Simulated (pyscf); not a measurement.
Thermochemistry of product channels of O=Os(=O)(=O)=O + H₂ on the singlet surface, in kcal/mol, from ωB97M-D3(BJ)/def2-TZVP energies (ideal gas, 1 atm, RRHO with modes under 100 cm⁻¹ raised to 100, one conformer, R ln 2 for chiral ones without a mode under 150 cm⁻¹). Optimised with ωB97X-D3(BJ)/def2-SVP in PySCF.

```json
[
 {"products": "O=Os(=O)(OH)–OH [singlet]", "ΔE": "-45.7", "ΔH(298 K)": "-39.2", "ΔG(298 K)": "-32.5", "ΔG(900 K)": "-18.6"},
 {"products": "O=Os(=O)=O [singlet] + H₂O", "ΔE": "-26.8", "ΔH(298 K)": "-22.4", "ΔG(298 K)": "-26.4", "ΔG(900 K)": "-33.3"}
]
```

These are energies of the channels, which say nothing of barriers. Elements past Kr carry the def2 core potentials, without spin-orbit coupling.
